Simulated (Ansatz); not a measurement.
# triplet SH(+): levels of theory in one basis

```
atom   x (Å)   y (Å)    z (Å)
   S  0.0000  0.0000  -0.6887
   H  0.0000  0.0000   0.6887
```

Basis set: def2-SVP (spherical functions). Left uncorrelated: 5 orbitals. Correlation on ROHF uses semicanonical orbitals with singles. Charge 1, multiplicity 3.

Computed with Ansatz (development build ahead of 0.2.0); each method stands on the lowest determinant of its kind that the runs found.

```json
{"method": "ROHF", "E − E(ROHF) (eV)": "0.00", "<S²> of the determinant": "–"}
{"method": "UHF", "E − E(ROHF) (eV)": "-0.18", "<S²> of the determinant": "2.02"}
{"method": "ROHF-MP2", "E − E(ROHF) (eV)": "-2.60", "<S²> of the determinant": "–"}
{"method": "UHF-MP2", "E − E(ROHF) (eV)": "-2.59", "<S²> of the determinant": "2.02"}
{"method": "ROHF-CCSD(T)", "E − E(ROHF) (eV)": "-3.25", "<S²> of the determinant": "–"}
{"method": "UHF-CCSD(T)", "E − E(ROHF) (eV)": "-3.26", "<S²> of the determinant": "2.02"}
```

Is a single determinant a sound starting point here?

By this sign, yes. Unrestricted orbitals gain 0.18 eV and <S²> is 2.02 against 2.00 for a pure state.
